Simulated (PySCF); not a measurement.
**Gas-phase XPS of `CC(C)(C)F`, computed**

C4H9F.
Bonds: C1–C2, C2–C3, C2–C4, C2–F5. Hydrogens: H6, H7, H8 on C1; H9, H10, H11 on C3; H12, H13, H14 on C4.

The calculation used PySCF 2.14.0, delta-SCF UKS SCAN, pcX-2 on the ionised atom, pcseg-1 elsewhere, spin-free X2C. Binding energies are ΔSCF values: E(core-ionised, relaxed orbitals) − E(ground state) at a fixed geometry, referred to the vacuum level.

Task: List the computed XPS lines with their assignment.

Result: 
| atom(s) | bonded to | level | binding energy (eV) | above the level's lowest (eV) | count |
| --- | --- | --- | --- | --- | --- |
| F5 | C | F 1s | 691.71 | 0.00 | 1 |
| C2 | F and 3 C | C 1s | 292.87 | +2.12 | 1 |
| C1/C3/C4 | C and 3 H | C 1s | 290.75 | 0.00 | 3 |

The listed C 1s values span 2.12 eV, from C1/C3/C4 (bonded to C and 3 H) to C2 (bonded to F and 3 C). Summing the Pauling electronegativity differences to the bonded atoms, each weighted by its formal bond order, gives -1.05 for the lowest site and +1.43 for the highest.

Task: Which effective nuclear charge Zeff reproduces each element's mean 1s value in the hydrogen-like formula E = 13.606 eV × Zeff²?

Result: C (Z = 6): mean 291.3 eV, Zeff = 4.63, Z − Zeff = 1.37; F (Z = 9): mean 691.7 eV, Zeff = 7.13, Z − Zeff = 1.87. Means run over the listed sites, weighted by atom count.

The first atom of each set that the bonding makes equivalent was ionised and stands for the set. Isolated species at its PBE0-D3(BJ)/def2-SVP geometry, gas phase.
